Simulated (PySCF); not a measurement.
Methyl alcohol, CH₄O, SMILES CO, point group Cs.

Level: PBE0/pcSseg-2 in PySCF (density fitting, grid level 2); geometry and Hessian at that level, cubic constants and property derivatives from steps of ±0.6 along each species' dimensionless normal coordinates, second-order vibrational perturbation theory. The parent has the commonest isotopes.

Equilibrium geometry (Å):

```csv
atom,x,y,z
C1,-0.3483,-0.0659,-0.0047
O2,0.9349,0.0563,-0.5745
H3,-1.0222,-0.3840,-0.7990
H4,-0.7184,0.8845,0.3956
H5,-0.3808,-0.8184,0.7910
H6,1.5474,0.3355,0.1053
```

Give the equilibrium and ground-state rotational constants (MHz) of parent; ²H at 4; ²H at 6; ¹³C at 1, ²H at 4; ²H at 3.


```tsv
species	Ae	Be	Ce	A0	B0	C0	Δ0 (u Å²)	harmonic ZPE (cm⁻¹)
parent	128960	25066	24197	127390	24767	23964	-3.283	11292
²H at 4	103510	23134	22243	102350	22888	22013	-4.060	10599
²H at 6	111340	23769	22356	110220	23504	22153	-3.274	10567
¹³C at 1, ²H at 4	103410	22658	21801	102260	22421	21579	-4.062	10559
²H at 3	104410	23605	21920	103250	23329	21705	-3.275	10587
```

Δ0 = Ic − Ia − Ib from the ground-state constants.

How is the parent's vibrational correction B0 − Be made up?


| axis | harmonic | Coriolis | cubic | total (MHz) |
| --- | --- | --- | --- | --- |
| a | 820 | -1520 | -877 | -1580 |
| b | 78.2 | -36.8 | -341 | -299 |
| c | 68.3 | -14.1 | -288 | -234 |

And its quartic centrifugal distortion constants from the harmonic force field?

Asymmetric top, A reduction, Ir representation: ΔJ = 48.9 kHz, ΔJK = 296 kHz, ΔK = 1140 kHz, δJ = 1.56 kHz, δK = -1260 kHz.

Internal rotors are held in one well.
